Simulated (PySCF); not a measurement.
Species: C3H8N (doublet state).
Z-matrix (Å and degrees, GFN2-xTB geometry), rows numbered from 1:
```
C 
C   1  1.4701
C   2  1.5325  1  113.04
N   3  1.4545  2  109.77  1   173.66
H   1  1.0718  2  120.66  3   152.66
H   1  1.0723  2  120.43  3   -33.25
H   2  1.0948  1  110.24  3  -123.26
H   2  1.1024  1  110.78  3   119.54
H   3  1.0933  2  109.30  1    55.94
H   3  1.1035  2  108.87  1   -61.65
H   4  1.0141  3  110.49  2  -178.18
H   4  1.0151  3  110.15  2    62.98
```

The hyperfine couplings belong to this conformer and change with its torsions.

Identity: `[CH2]CCN` [radical].

Computed, not measured: UKS B3LYP, pcH-1 on C H N, non-relativistic, mean-field spin-orbit, GIAO (PySCF). Geometry: GFN2-xTB, one conformer, isolated molecule. A GFN2-xTB geometry isn't a minimum of the functional, and hyperfine couplings can be far from their values at a DFT geometry. The SCF solution wasn't tested for stability.

(1) The isotropic 13C couplings are +89.3, -33.8, +25.8 MHz. Assign them to C1; C2; C3.

(2) The isotropic 1H couplings, averaged over equivalent nuclei, are +101.7, -63.1, -2.4, +0.2 MHz. Assign them to H5/H6; H7/H8; H9/H10; H11/H12.

## Answers

(1) 
```csv
site,a_iso (MHz),ρ(0) (bohr⁻³),position,distance from C1 (Å),spin population,largest |T| (MHz)
C1,+89.3,+0.0794,largest spin population,0.00,+1.08,162.3
C2,-33.8,-0.0301,1 bond from C1,1.47,-0.09,2.7
C3,+25.8,+0.0229,2 bonds from C1,2.50,+0.02,4.4
```

(2) 
| site | a_iso (MHz) | ρ(0) (bohr⁻³) | position | distance from C1 (Å) | bound to | spin population there | largest \|T\| (MHz) |
| --- | --- | --- | --- | --- | --- | --- | --- |
| H5/H6 | -63.1 | -0.0141 | α, 1 bond from C1 | 1.07 | C1 | +1.08 | 39.5 |
| H7/H8 | +101.7 | +0.0228 | β, 2 bonds from C1 | 2.12 | C2 | -0.09 | 9.1 |
| H9/H10 | -2.4 | -0.0005 | γ, 3 bonds from C1 | 2.75 | C3 | +0.02 | 6.3 |
| H11/H12 | +0.2 | 0.0000 | 4 bonds from C1 | 4.30 | N4 | 0.00 | 2.1 |

ρ(0) is the spin density at the nucleus and T the dipolar tensor; entries for several nuclei are means. Largest spin populations (Mulliken): C1 (+1.08), C2 (-0.09) and H8 (+0.06). C1 is the only atom above +0.15. The positive populations add up to 1.18 and the negative ones to -0.18, together 2S = 1. The angles at C1 add up to 359.7°, so it is planar; its axial dipolar tensor and the negative couplings of its protons fit spin in a p orbital normal to that plane.

Nuclei that the bonding pattern makes equivalent are averaged, as if the motion that swaps them (rotation, inversion, ring flip) were fast. The 1H value of +101.7 MHz is a mean of couplings from 38.3 to 165.1 MHz in this one geometry, not an average over conformers.
